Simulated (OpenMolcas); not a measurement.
BPH4 (SMILES BP): the vertical energy of the triplet above the singlet, rung by rung

BPH4 has 6 atoms, charge 0, and is taken as a singlet. As SMILES, `BP`. The shape is that of a GFN2-xTB optimisation.

Each level gives the vertical energy of the triplet above the singlet (eV). The values are calculated.

```tsv
level	kind	program	value (eV)	less FCI/STO-3G
SVWN5/STO-3G	LDA	OpenMolcas	4.82	+0.16
r2SCAN/STO-3G	meta-GGA	OpenMolcas	4.51	-0.15
B3LYP/STO-3G	global hybrid	OpenMolcas	4.73	+0.07
M06-2X/STO-3G	hybrid meta-GGA	OpenMolcas	4.83	+0.17
CASPT2(2,2)/STO-3G	multireference	OpenMolcas	4.73	+0.07
CASSCF(2,2)/STO-3G	multireference	OpenMolcas	4.73	+0.07
CCSD(T)/STO-3G, open shells restricted	coupled cluster or CI	OpenMolcas	4.65	-0.01
FCI/STO-3G, open shells restricted	exact in the basis	OpenMolcas	4.66	0.00
```

FCI/STO-3G, open shells restricted is exact within its basis and frozen core, so for wave-function methods in that basis the difference is their error; functionals converge differently with the basis, so for them it is only a difference. The values span 4.51 to 4.83 eV. All rows use very small basis sets, so even the best lies far from the true value.
